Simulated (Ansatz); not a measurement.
Basis-set extrapolation for C2H6O3S, SMILES `COS(=O)OC` (PBE0-D4/def2-TZVP geometry, frozen core, Ansatz). Multiplicity 1, RHF reference.

```tsv
	def2-TZVPP	def2-QZVPP
HF	-701.438981	-701.466689
MP2 correlation	-1.245059	-1.342407
CCSD(T) correlation	-1.327484	not run
```

Energies in hartree. Use E(X) = E(∞) + A·exp(−7.88·√X) for Hartree–Fock and E(X) = E(∞) + B·X^(−2.97) for correlation, with X = 3 and 4, and add CCSD(T) minus MP2 of the smaller set to the MP2 limit.

Problem. What is the CCSD(T) energy at the basis-set limit?

Solution. HF limit: -701.466689 + (-0.027708) × 0.13774 = -701.47051. MP2 limit: -1.342407 + (-0.097348) × 0.74074 = -1.41452. Higher-order term: -1.327484 − (-1.245059) = -0.08243. Total: -702.96746 hartree, 527.7 kJ/mol below CCSD(T)/def2-TZVPP.
